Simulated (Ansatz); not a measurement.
This script makes a ladder of basis sets of AlH3S2, SMILES [SH][AlH][SH] with Ansatz 0.2.0, Python API.

Script `basis.py`:
```python
'''How the energy of AlH3S2 converges with the basis.'''

import ansatz as az
from ase import Atoms


def main() -> None:
    atoms = Atoms(['S', 'Al', 'S', 'H', 'H', 'H'], positions=[
        (-1.2796, -1.2028, -1.1768),
        (0.4636, 0.0394, -0.5001),
        (1.3821, -0.3922, 1.4995),
        (-2.15, -0.2442, -0.5903),
        (1.0569, 1.1967, -1.442),
        (0.569, 0.539, 2.1635),
    ])
    geometry = az.Crystal.molecule_from_ase(atoms)

    calculation = geometry.calculation().correlation('MP2')

    energies = {}
    for basis in ['cc-pVDZ', 'cc-pVTZ']:
        report = calculation.basis(gaussian=basis).run(threads=1, pin='off').report
        size = report['n_frozen'] + report['n_occupied'][0] + report['n_virtual'][0]
        energies[basis] = (report['reference_energy_ev'] / 27.211386246, report['free_energy_ev'] / 27.211386246)
        print(f'{basis:14s} {size:4d} orbitals  reference {energies[basis][0]:14.6f} Ha  total {energies[basis][1]:14.6f} Ha')

    # two-point extrapolation: the basis-set error of the correlation energy falls as X^-3
    small, large = (energies[b][1] - energies[b][0] for b in ('cc-pVDZ', 'cc-pVTZ'))
    limit = (3 ** 3 * large - 2 ** 3 * small) / (3 ** 3 - 2 ** 3)
    print(f'correlation energy: {small:.6f} and {large:.6f} Ha, extrapolated {limit:.6f} Ha')
    print(f'share caught by the larger set: {100 * large / limit:.1f} %')


if __name__ == '__main__':
    main()
```

How far does the total energy move along this ladder of basis sets?

Against cc-pVDZ: cc-pVTZ -147.5 mHa. The last step alone is -147.49 mHa. From the first set to the last the time grows from 0.7 to 2.2 s.

The output:

```console
$ python basis.py
cc-pVDZ          69 orbitals  reference   -1038.796115 Ha  total   -1039.126674 Ha
cc-pVTZ         144 orbitals  reference   -1038.841623 Ha  total   -1039.274165 Ha
correlation energy: -0.330559 and -0.432542 Ha, extrapolated -0.475482 Ha
share caught by the larger set: 91.0 %
```

The drop along the ladder measures the basis error, and is no property of the molecule. The geometry is a force-field or estimated start, not a minimum of this method, and the last set is no limit. Much of the fall in a total is atomic energy, which cancels in bond and reaction energies. Inner cores stay frozen, so this is valence correlation. For Al to Cl the sets with a tight d function, cc-pV(X+d)Z, are usual. An extrapolation from small basis sets is rough. Run time: 3.4 s on 1 thread of Arm Neoverse V1, with other jobs on the host, peak memory 0.3 GiB.
